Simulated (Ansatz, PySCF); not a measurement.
Species: thiooxirane, C2H4S (charge 0, singlet). 
Geometry from a B3LYP-D3(BJ)/def2-TZVP (Ansatz, a program for electronic structure) optimisation:
SMILES: C1CS1
```xyz
7

C      0.0060    -0.7464    -0.7914
S     -0.0041     0.0076     0.8672
C      0.0015     0.7325    -0.8043
H     -0.9035    -1.2637    -1.0683
H      0.9212    -1.2581    -1.0598
H      0.9136     1.2450    -1.0816
H     -0.9112     1.2394    -1.0901
```
Charge 0, spin multiplicity 1.

Quantity: atomisation energy (electronic, to ground-state atoms), in kcal/mol. Cores are frozen in the correlated levels unless marked. Open shells are spin-unrestricted. Spin-orbit coupling is left out. No relativistic terms. The coupled-cluster limit lacks core correlation, which all-electron functionals hold. Basis-set limits of correlation are two-point, X^-3; Hartree-Fock from the larger set. [CCSD(T)-MP2]/basis is that difference in the basis named.

```
level                                                                 program  atomisation energy (kcal/mol)
-------------------------------------------------------------  --------------  -----------------------------
PBE/def2-TZVPD                                                         Ansatz                          639.6
revPBE-D3(BJ)/def2-TZVPD                                       Ansatz + dftd3                     (withheld)
BP86-D4/def2-TZVPD                                              PySCF + dftd4                          647.1
B2PLYP-D4/def2-TZVPD                                           Ansatz + dftd4                          617.8
PBE-QIDH/def2-TZVPD                                                    Ansatz                          623.2
SCS-MP2/6-31G                                                          Ansatz                          517.6
RI-MP2/CBS(cc-pV(T+d)Z,cc-pV(Q+d)Z)+[CCSD(T)-MP2]/cc-pV(T+d)Z          Ansatz                     (withheld)
```

Task: Complete the blanks.

Result: 
- revPBE-D3(BJ)/def2-TZVPD, atomisation energy (kcal/mol): 625.9
- RI-MP2/CBS(cc-pV(T+d)Z,cc-pV(Q+d)Z)+[CCSD(T)-MP2]/cc-pV(T+d)Z, atomisation energy (kcal/mol): 625.1
